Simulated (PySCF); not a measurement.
Gas-phase reaction: 2 AlCl + H = AlHCl2 + Al

Computed with PySCF and rigid-rotor harmonic-oscillator thermochemistry at 1 bar. † marks an energy on the PBE0/def2-TZVP geometry and frequencies. Open shells (unrestricted): H (multiplicity 2), Al (multiplicity 2); the rest are closed-shell singlets. Spin-orbit splitting is ignored; it lowers the true energy and changes the entropy of Al. B3LYP is the form with VWN-RPA correlation. AlHCl2: computed as isolated molecules; such fragments, hydroxides, amides, oligomers or adducts are transient or little studied in the gas.

M06-2X/def2-TZVP† gives ΔH°(298 K) = -117 kJ.

Q: What do PBE0/def2-QZVP†, B3LYP/def2-TZVP†, PBE0/def2-SVP† give?

A: PBE0/def2-QZVP†: -140 kJ; B3LYP/def2-TZVP†: -133 kJ; PBE0/def2-SVP†: -142 kJ. For scale, ΔH°(298 K) is -117 kJ at this level, -119 kJ at ωB97M-V/def2-TZVP†, and runs from -186 to -117 kJ over the 20 levels computed.
